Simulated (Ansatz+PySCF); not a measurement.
**singlet H2O: levels of theory in one basis**

```xyz
3

O     0.0000    0.0000   -0.3590
H     0.0000    2.2625    1.4360
H     0.0000   -2.2625    1.4360
```

Basis set: cc-pVDZ (spherical functions). Left uncorrelated: 1 orbital. Charge 0, multiplicity 1.

Computed with Ansatz (development build ahead of 0.2.0); each method stands on the lowest determinant of its kind that the runs found. NEVPT2 correlates all electrons. Active spaces start from the frontier orbitals, and the lowest solution found is given.

| method | E − E(RHF) (eV) | <S²> of the determinant |
| --- | --- | --- |
| RHF | 0.00 | 0.00 |
| UHF | -9.52 | 2.00 |
| RHF-MP2 | -8.53 | – |
| UHF-MP2 | -12.30 | 2.00 |
| RHF-CCSD | -10.31 | – |
| RHF-CCSD(T) | -10.90 | – |
| UHF-CCSD(T) | -12.74 | 2.00 |
| RHF-CCSDT(Q) | -10.63 | – |
| UHF-CCSDT(Q) | -12.76 | 2.00 |
| CASSCF(8,6) | -9.42 | – |
| CASSCF(2,2) | -6.05 | – |
| SC-NEVPT2(2,2) | -9.35 | – |

**Question.** What does SC-NEVPT2(8,6) give on the same scale?

**Answer.** -12.15 eV. NEVPT2 here correlates all electrons, so it doesn't share the others' frozen core.

**Question.** Is a single determinant a sound starting point here?

**Answer.** It is doubtful. Unrestricted orbitals lower Hartree–Fock by 9.52 eV and <S²> is 2.00 where a pure state has 0.00, a sign of strong static correlation. The CASSCF(8,6) natural occupations are 2.00, 2.00, 1.12, 1.10, 0.90, 0.88. The CASSCF(2,2) natural occupations are 1.00, 1.00.

Caution for RHF, RHF-MP2, RHF-CCSD, RHF-CCSD(T), RHF-CCSDT(Q): an unrestricted determinant lies well below. Caution for UHF, UHF-MP2, UHF-CCSD(T), UHF-CCSDT(Q): the unrestricted determinant is a mixture of spin states. Caution for RHF-MP2, RHF-CCSD, RHF-CCSDT(Q): large amplitudes, a single reference is doubtful. Caution for UHF-MP2, UHF-CCSD(T), UHF-CCSDT(Q): bonds are stretched, where a single reference can fail; a plain start can end on a higher determinant. Caution for RHF-CCSD(T): very large amplitudes, the method is breaking down. Caution for RHF-CCSD(T), RHF-CCSDT(Q): the amplitudes may be one of several solutions.
